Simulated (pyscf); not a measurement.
HO–SiH₃ (SMILES O[SiH3]) + H₂B–NH₂ (SMILES BN) → H₂B–O–SiH₃ (SMILES BO[SiH3]) + NH₃ (SMILES N), a four-centre exchange (singlet surface; H–O, B–N broken, B–O, H–N formed). Optimised with ωB97X-D3(BJ)/def2-SVP in PySCF. Correlated levels are frozen-core, on RHF or UHF. ΔMP2 is the change of the MP2 total energy from the triple- to the quadruple-zeta basis. Energies in kcal/mol from the separated reactants.

GFN2-xTB: tblite. 

Q: Quick GFN2-xTB single points give ΔE‡ = 11.1 kcal/mol and ΔE = -2.0 kcal/mol. What does CCSD(T)/def2-TZVPP + ΔMP2(QZVPP) give, and how far is the quick result from it?

A: CCSD(T)/def2-TZVPP + ΔMP2(QZVPP) gives ΔE‡ = 12.5 kcal/mol and ΔE = +1.1 kcal/mol. GFN2-xTB lies 1.4 kcal/mol under it in the barrier and 3.2 kcal/mol under it in the reaction energy, so on this step it does not hold to within 3.0 kcal/mol. CCSD(T)/def2-TZVPP + ΔMP2(QZVPP) has limits of its own. On the product side the descent ends in an adduct with a B–N contact, 18.5 kcal/mol under the separated species and 28.6 kcal/mol under the saddle at ωB97X-D3(BJ)/def2-TZVP. What is counted as broken (B–N) persists as a longer contact in the product adduct; parting that adduct is a step of its own. The reactants may also form a dative adduct at H₂B–NH₂; it and routes through it were not searched. One saddle was located; it need not be the lowest between these sides. The CCSD(T) − MP2 part came from Ansatz, without density fitting, on the same reference.
